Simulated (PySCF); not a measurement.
## How methods differ on the electron affinity of Si

Si⁻ [Ne] 3s2 3p3 (4S) → Si [Ne] 3s2 3p2 (3P), as a difference of total energies. All numbers are calculated (PySCF 2.14, no relativity, point nucleus, in aug-cc-pV(Q+d)Z). Correlated levels: valence: [Ne] frozen. The calculations carry no spin-orbit coupling.

```json
{"method": "UHF", "electron affinity (eV)": "0.849"}
{"method": "PBE", "electron affinity (eV)": "1.493"}
{"method": "PBE0", "electron affinity (eV)": "1.456"}
{"method": "r2SCAN", "electron affinity (eV)": "1.533"}
{"method": "MN15", "electron affinity (eV)": "1.436"}
{"method": "BLYP", "electron affinity (eV)": "1.228"}
{"method": "M06", "electron affinity (eV)": "1.247"}
{"method": "B2PLYP", "electron affinity (eV)": "1.267"}
{"method": "SCS-MP2 (valence)", "electron affinity (eV)": "1.226"}
```

Task: Estimate what LDA gives.

Result: 1.593 eV, closest to r2SCAN among the rows shown.

Task: Estimate what MP2 (valence) gives.

Result: 1.409 eV, closest to MN15 among the rows shown.

A first-order spin-orbit estimate (lowest level to lowest level, LS coupling) adds -0.016 eV.

Errors of the correlated levels include the incompleteness of this basis and the frozen core.

In the anion the highest occupied orbital energy is positive at LDA, PBE, PBE0, r2SCAN, MN15, BLYP, M06, a self-interaction effect; the basis confines that electron, and the energy difference can still be sensible.

For comparison: 1.390 eV (measured; photodetachment measurements, as compiled on the Wikipedia data page of electron affinities).
